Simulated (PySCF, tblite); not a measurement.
Isomers of C4H6FS (doublet state). All values are computed: GFN2-xTB (tblite) harmonic vibrations without scaling, gas phase. Errors from tens to a few hundred cm⁻¹ against measured bands are possible. One conformer each. Open shells enter through the occupations alone, without spin polarisation, and single modes of such species can be off by tens of per cent.

Electronic energies: B3LYP/pcH-1 single points on the GFN2-xTB geometries (PySCF, gas phase).

```tsv
SMILES	electronic energy, lowest = 0 (kcal/mol)
CS[C@@H]1[CH][C@@H]1F	11.7
CS[C@@H]1C[C]1F	12.1
CS[C]1C[C@H]1F	0.0
```

Problem. How do GFN2-xTB zero-point energies change the relative energies?

Solution. 
```json
{"SMILES": "CS[C]1C[C@H]1F", "ZPE (kcal/mol)": "54.9", "of it from modes above 1550 cm⁻¹": "26.1", "electronic (kcal/mol)": "0.0", "with ZPE, lowest = 0 (kcal/mol)": "0.0", "lowest mode (cm⁻¹)": "70", "rings": "1"}
{"SMILES": "CS[C@@H]1[CH][C@@H]1F", "ZPE (kcal/mol)": "54.2", "of it from modes above 1550 cm⁻¹": "26.2", "electronic (kcal/mol)": "11.7", "with ZPE, lowest = 0 (kcal/mol)": "11.0", "lowest mode (cm⁻¹)": "89", "rings": "1"}
{"SMILES": "CS[C@@H]1C[C]1F", "ZPE (kcal/mol)": "54.6", "of it from modes above 1550 cm⁻¹": "26.0", "electronic (kcal/mol)": "12.1", "with ZPE, lowest = 0 (kcal/mol)": "11.8", "lowest mode (cm⁻¹)": "90", "rings": "1"}
```

The zero-point energies span 0.7 kcal/mol, from `CS[C@@H]1[CH][C@@H]1F` to `CS[C]1C[C@H]1F`. The order is unchanged.

Problem. And how do the electronic energies of GFN2-xTB itself compare?

Solution. `CS[C]1C[C@H]1F` 0.0; `CS[C@@H]1[CH][C@@H]1F` 13.0; `CS[C@@H]1C[C]1F` 11.1 kcal/mol, lowest = 0. Against the energies above, taken from the same isomer `CS[C]1C[C@H]1F`, the largest difference is 1.3 kcal/mol.

Problem. What do entropy and thermal enthalpy add at 298.15 K and 1 bar (rigid rotor, harmonic oscillator, one conformer each)?

Solution. 
```tsv
SMILES	point group	symmetry number	S (cal/(mol K))	H − H(0) (kcal/mol)	ZPE + H − H(0) − TS (kcal/mol)
CS[C]1C[C@H]1F	C1	1	85.6	5.09	34.5
CS[C@@H]1[CH][C@@H]1F	C1	1	84.1	5.03	34.2
CS[C@@H]1C[C]1F	C1	1	84.1	5.00	34.6
```

S holds R ln(2S + 1) for the spin.
